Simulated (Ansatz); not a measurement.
# One shape, several levels: CH3Cl (SMILES CCl)

We compute a comparison of 6 runs (HF/def2-TZVPP, BLYP/def2-TZVPP, CAM-B3LYP/def2-TZVPP, PBE0/def2-TZVPP, wB97M-V/def2-TZVPP, RPA@PBE/def2-TZVPP) of CH3Cl. 

Program for the calculation: Ansatz 0.2.0.

44 further runs of the same task are left out: 44 set aside as unsound or not needed.

### Step 1. The molecule

The species is CH3Cl (5 atoms), meant as a singlet with charge 0. As SMILES, `CCl`. The C1–H3 distance was set to 1.631 Å, away from the relaxed value. At this shape a bond of the SMILES string is far longer than usual.

Bond lengths: C1–Cl2 1.773 Å, C1–H4 1.088 Å, C1–H5 1.088 Å. Angles: Cl2–C1–H4 108.7°, Cl2–C1–H5 108.6°, H4–C1–H5 110.3°. A long bond or contact: C1–H3 1.631 Å.

### Step 2. The energy at HF/def2-TZVPP (run 1)

run.yaml reads:

```yaml
basis:
  gaussian: {orbitals: def2-TZVPP}
crystal:
  periodic: [false, false, false]
  atoms:
    - {symbol: C, position_ang: [-0.038947, 0.372715, -0.345416]}
    - {symbol: Cl, position_ang: [1.551353, 0.071915, -1.069216]}
    - {symbol: H, position_ang: [-0.284800, -0.715400, 0.844700]}
    - {symbol: H, position_ang: [-0.798047, 0.265615, -1.116816]}
    - {symbol: H, position_ang: [-0.051847, 1.382415, 0.058384]}
hamiltonian: {xc: hf}
accuracy: high
output: {orbitals: {seedname: orbitals}}
```

Launch:

```
ansatz run run.yaml --threads 1 --pin off --max-ram 3480MiB --events-out events.jsonl --progress --plain --runs-dir runs
```

Output:

```text
Warning: RAYON_NUM_THREADS=1 ignored (pool sized by the plan → 1); use --threads N
Functional definition: HF
  name "HF"
  exchange = exact_x
  correlation = 0
1901 factors; integrals over basis functions are off by at most 3.6e-9 eV
mean field evaluation 1: about -13579.2636 eV, gradient 1.3e1 eV
mean field evaluation 2: about -13579.2661 eV, gradient 1.3e1 eV
mean field evaluation 4: about -13579.9365 eV, gradient 1.3e0 eV
mean field evaluation 8: about -13579.9446 eV, gradient 1.5e-4 eV
mean field -13579.94464043 eV, -499.0537607187 hartree, gradient 1.9e-8 eV, S^2 0.000000; 0 other end points of the search recorded, 0 dependent functions left out
reference -13579.94464043 eV, -499.0537607187 hartree; 13, 13 occupied and 102, 102 virtual orbitals, 1901 factors
Total energy: -13579.94464043 eV, -499.0537607187 hartree
```

Wall time 2.4 s (1 thread of Arm Neoverse V2, shared host); peak memory 0.26 GiB.

### Step 3. A single-point energy at BLYP/def2-TZVPP (run 2)

in.yaml reads:

```yaml
crystal:
  periodic: [false, false, false]
  atoms:
    - {symbol: C, position_ang: [-0.038947, 0.372715, -0.345416]}
    - {symbol: Cl, position_ang: [1.551353, 0.071915, -1.069216]}
    - {symbol: H, position_ang: [-0.284800, -0.715400, 0.844700]}
    - {symbol: H, position_ang: [-0.798047, 0.265615, -1.116816]}
    - {symbol: H, position_ang: [-0.051847, 1.382415, 0.058384]}
basis:
  gaussian: {orbitals: def2-TZVPP}
total_charge: 0
hamiltonian: {xc: {name: BLYP}}
accuracy: high
output: {orbitals: {seedname: orbitals}}
```

Launch:

```
ansatz run in.yaml --threads 1 --pin off --max-ram 3480MiB --events-out events.jsonl --progress --plain --runs-dir runs
```

Output:

```text
Warning: RAYON_NUM_THREADS=1 ignored (pool sized by the plan → 1); use --threads N
Functional definition: BLYP
  name "BLYP"
  parameter beta = 0.0042
  parameter a = 0.04918
  parameter b = 0.132
  parameter c = 0.2533
  parameter d = 0.349
  exchange = b88_x(beta = beta)
  correlation = lyp_c(a = a, b = b, c = c, d = d)
1901 factors; integrals over basis functions are off by at most 3.6e-9 eV
mean field evaluation 1: about -13600.6299 eV, gradient 5.1e1 eV
mean field evaluation 2: about -13584.9830 eV, gradient 8.1e1 eV
mean field evaluation 4: about -13606.7890 eV, gradient 4.6e0 eV
mean field evaluation 8: about -13606.8352 eV, gradient 1.6e-1 eV
mean field evaluation 16: about -13606.8353 eV, gradient 5.5e-6 eV
mean field -13606.83529808 eV, -500.0419741601 hartree, gradient 1.0e-8 eV, S^2 0.000000; 0 other end points of the search recorded, 0 dependent functions left out
reference -13606.83534375 eV, -500.0419758384 hartree; 13, 13 occupied and 102, 102 virtual orbitals, 1901 factors
Total energy: -13606.83534375 eV, -500.0419758384 hartree
```

Run time: 3.9 s. Hardware: 1 thread of Arm Neoverse V2, shared host; peak memory 0.25 GiB.

Runs 3 to 4 aren't shown in full; the table further down has their settings and results.

### Step 4. A single-point energy at wB97M-V/def2-TZVPP (run 5)

run.yaml reads:

```yaml
crystal:
  periodic: [false, false, false]
  atoms:
    - symbol: C
      position_ang: [-0.038947, 0.372715, -0.345416]
    - symbol: Cl
      position_ang: [1.551353, 0.071915, -1.069216]
    - symbol: H
      position_ang: [-0.284800, -0.715400, 0.844700]
    - symbol: H
      position_ang: [-0.798047, 0.265615, -1.116816]
    - symbol: H
      position_ang: [-0.051847, 1.382415, 0.058384]
basis:
  gaussian:
    orbitals: def2-TZVPP
hamiltonian:
  xc: {name: wB97M-V}
accuracy: high
output:
  orbitals: {seedname: orbitals}
```

Launch:

```
ansatz run run.yaml --threads 1 --pin off --max-ram 3480MiB --events-out events.jsonl --progress --plain --runs-dir runs
```

Output, cut to the lines that bear on the results:

```text
Warning: RAYON_NUM_THREADS=1 ignored (pool sized by the plan → 1); use --threads N
Functional definition: wB97M-V
  name "wB97M-V"
[...]
  gx(w, u) = 1 - cx + cx01*u + cx10*w
  gss(w, u) = css00 + css04*u^4 + css10*w + css20*w^2 + css43*w^4*u^3
  gos(w, u) = cos00 + cos10*w + (cos20 + cos21*u)*w^2 + (cos60 + cos61*u)*w^6
[...]
      + integral(e_c_pw_mod_opposite_spin*gos(b97_w_opposite, b97_u_opposite)) + vv10(b, c)
1901 factors; integrals over basis functions are off by at most 3.6e-9 eV
280 factors; integrals over basis functions are off by at most 2.2e-9 eV
[...]
mean field -13605.91681239 eV, -500.0082204336 hartree, gradient 3.8e-8 eV, S^2 0.000000; 0 other end points of the search recorded, 0 dependent functions left out
reference -13605.91681606 eV, -500.0082205684 hartree; 13, 13 occupied and 102, 102 virtual orbitals, 1901 factors
Total energy: -13605.91681606 eV, -500.0082205684 hartree
```

Wall time 26 s (1 thread of Arm Neoverse V2, shared host); peak memory 0.45 GiB.

### Step 5. A single-point energy at RPA@PBE/def2-TZVPP (run 6)

run.yaml reads:

```yaml
crystal:
  periodic: [false, false, false]
  atoms:
    - {symbol: C, position_ang: [-0.038947, 0.372715, -0.345416]}
    - {symbol: Cl, position_ang: [1.551353, 0.071915, -1.069216]}
    - {symbol: H, position_ang: [-0.284800, -0.715400, 0.844700]}
    - {symbol: H, position_ang: [-0.798047, 0.265615, -1.116816]}
    - {symbol: H, position_ang: [-0.051847, 1.382415, 0.058384]}
basis:
  gaussian:
    orbitals: def2-TZVPP
hamiltonian:
  xc: {name: PBE}
correlation:
  method: rpa
  frozen_orbitals: {C: 1, Cl: 5, H: 0}
accuracy: high
```

Launch:

```
ansatz run run.yaml --threads 1 --pin off --max-ram 3480MiB --events-out events.jsonl --progress --plain --runs-dir runs
```

Output:

```text
Warning: RAYON_NUM_THREADS=1 ignored (pool sized by the plan → 1); use --threads N
Functional definition: PBE
  name "PBE"
  parameter kappa = 0.804
  parameter beta = 0.06672455060314922
  exchange = pbe_x(kappa = kappa, mu = beta*pi^2/3)
  correlation = pbe_c(beta = beta)
1901 factors; integrals over basis functions are off by at most 3.6e-9 eV
mean field evaluation 1: about -13595.1110 eV, gradient 4.8e1 eV
mean field evaluation 2: about -13595.1079 eV, gradient 4.8e1 eV
mean field evaluation 4: about -13600.5481 eV, gradient 1.1e1 eV
mean field evaluation 8: about -13600.8234 eV, gradient 3.9e-1 eV
mean field evaluation 16: about -13600.8239 eV, gradient 3.7e-5 eV
mean field -13600.82386573 eV, -499.8210580961 hartree, gradient 3.1e-8 eV, S^2 0.000000; 0 other end points of the search recorded, 0 dependent functions left out
6 core orbitals not correlated: weight in the atoms' cores, before any rotation towards them, 1.000 or more for the frozen orbitals, at most 0.000 for the correlated occupied ones
reference -13579.30246497 eV, -499.0301612058 hartree; 7, 7 occupied and 102, 102 virtual orbitals, 1901 factors
Total energy: -13597.00811587 eV, -499.6808318749 hartree
```

Wall time 9 s (1 thread of Arm Neoverse V2, shared host); peak memory 0.38 GiB.

### Step 6. All runs side by side

```csv
run,level,frozen core orbitals,energy (Eh),HOMO energy (eV),LUMO energy (eV),HOMO–LUMO gap (eV),wall time
1,HF/def2-TZVPP,–,-499.053761,-11.13,2.60,13.73,2.4 s
2,BLYP/def2-TZVPP,–,-500.041976,-6.76,-1.75,5.00,3.9 s
3,CAM-B3LYP/def2-TZVPP,–,-500.050117,-9.51,0.25,9.76,5.1 s
4,PBE0/def2-TZVPP,–,-499.859375,-8.15,-0.79,7.36,4.5 s
5,wB97M-V/def2-TZVPP,–,-500.008221,-10.35,1.14,11.49,26 s
6,RPA@PBE/def2-TZVPP,6,-499.680832,–,–,–,9 s
```

### Step 7. Outcome

```
                               quantity          value
                    run 6: total energy  -499.68083 Eh
run 6: RPA correlation energy (valence)     -650.7 mEh
```

Over runs 1, 2, 3, 4, 5 the HOMO–LUMO gap runs from 5.00 eV (BLYP/def2-TZVPP) to 13.73 eV (HF/def2-TZVPP). Exact exchange widens orbital gaps. Totals of different functionals can't be ranked against each other. All runs together took 50 s, the longest 26 s.
